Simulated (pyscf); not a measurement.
A first-order saddle from PySCF, ωB97X-D3(BJ)/def2-SVP:

```
C
H 1 1.0978
H 1 1.1007 2 109.24
H 1 1.1053 2 110.18 3 113.48
H 1 1.4114 2 104.38 3 -159.60
F 5 1.1520 1 146.92 2 103.11
B 5 1.4910 6 73.82 1 -6.16
F 7 1.3399 5 122.44 6 83.55
F 7 1.3431 8 118.39 6 123.00
```
Charge 0, spin multiplicity 1.

Surface: singlet, charge 0. Lowest wavenumbers (cm⁻¹): 1243i, 47, 263, 370, 377.

### Question
Name the species on either side of this saddle.

### Answer
boron trifluoride (F–B(F)–F) + methane (CH₄) ⇌ hydrogen fluoride (HF) + H₃C–B(F)–F, a four-centre exchange read from left to right: B–F, C–H broken and F–H, B–C formed. At CCSD(T)/def2-TZVPP + ΔMP2(QZVPP) it lies +249.2 kJ/mol from the left side and +121.0 kJ/mol from the right (each side as separated species at their lowest minima found). This is the saddle that the search found; another between the same sides may lie lower. The CCSD(T) − MP2 part came from Ansatz, without density fitting, on the same reference.
